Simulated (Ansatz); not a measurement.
**Al2H (doublet): from Hartree-Fock to the top rungs at angle Al2–Al1–H3 = 143.7°, cc-pVTZ**

How much of the correlation energy of Al2H (doublet) does each wave-function method recover here?

Method: cc-pVTZ, core rule «outside noble gas», up to 10 orbitals frozen; program: Ansatz 0.2.0, Gaussian basis.

Plan: UHF; CCSD(T) on ROHF; CCSD(T) on UHF; BCCD(T) on ROHF; CISD; CCSDT(Q) on ROHF; CCSDT(Q) on UHF; CASSCF and MRCISD+Q, 3 electrons in 3 orbitals; CASSCF and NEVPT2, 3 electrons in 3 orbitals.

24 further runs of the same task are left out: 8 for a known fault of the program, 1 for a mislabelled method, 12 that didn't finish, 3 set aside as unsound or not needed.

### Step 1. The geometry

The geometry derives from a PBE0/def2-TZVP stationary point (not a proven minimum). One angle is set to the value named; bond lengths are kept.

3 atoms, charge 0, spin multiplicity 2.

Atoms are counted from 1 here; the program's logs count them from 0.

Bond lengths: Al1–Al2 2.677 Å, Al1–H3 1.619 Å. Angles: Al2–Al1–H3 143.7°.

Coordinates:

```xyz
3

Al   -0.4461    0.0000    0.3350
Al    0.3878    0.0000   -2.2087
H     0.0583    0.0000    1.8737
```

### Step 2. UHF

Input file in.yaml:

```yaml
crystal:
  periodic: [false, false, false]
  atoms:
    - {symbol: Al, position_ang: [-0.446094, 0.000000, 0.335027]}
    - {symbol: Al, position_ang: [0.387788, 0.000000, -2.208718]}
    - {symbol: H, position_ang: [0.058306, 0.000000, 1.873691]}
basis:
  gaussian: {orbitals: cc-pVTZ}
magnetization: {spin_polarized: true, initial_magnetization: 1}
hamiltonian: {xc: hf}
output: {orbitals: {seedname: orbitals}}
```

The run is started by

```console
> ansatz run in.yaml --threads 1 --pin off --events-out ev --progress --plain --max-ram 2502MiB
```

Further steps of the session: CCSD(T) on ROHF; CCSD(T) on UHF; BCCD(T) on ROHF; CISD; CCSDT(Q) on ROHF; CCSDT(Q) on UHF; CASSCF and MRCISD+Q, 3 electrons in 3 orbitals; CASSCF and NEVPT2, 3 electrons in 3 orbitals.

Q: Predict the results of all the runs planned. Wanted: UCCSDT(Q) below the RHF energy; RMP2 from UCCSDT(Q); UMP2 from UCCSDT(Q); RCCSD from UCCSDT(Q); RCCSD(T) from UCCSDT(Q); UCCSD(T) from UCCSDT(Q); RCCSDT(Q) from UCCSDT(Q); NEVPT2 pair from UCCSDT(Q); T1 diagnostic.

**Answer**, as computed:

```
                         quantity                      value
   UCCSDT(Q) below the RHF energy                 -4.2916 eV
              RMP2 from UCCSDT(Q)                +1097.3 meV
              UMP2 from UCCSDT(Q)                +1253.5 meV
             RCCSD from UCCSDT(Q)                 +229.4 meV
          RCCSD(T) from UCCSDT(Q)                  +54.9 meV
          UCCSD(T) from UCCSDT(Q)                  +63.2 meV
         RCCSDT(Q) from UCCSDT(Q)                   +0.4 meV
       NEVPT2 pair from UCCSDT(Q)                +1107.0 meV
levels within 1 kcal/mol (43 meV)  RCCSDT, UCCSDT, RCCSDT(Q)
                    T1 diagnostic                      0.042
```

**Reading.** RCCSD(T) lands +54.9 meV from the yardstick (1.3 % of the correlation energy). Coupled cluster took another determinant than the lowest Hartree-Fock one. These misses are within one basis, not against nature; the frozen cores of restricted and unrestricted runs differ, which can shift their rows.
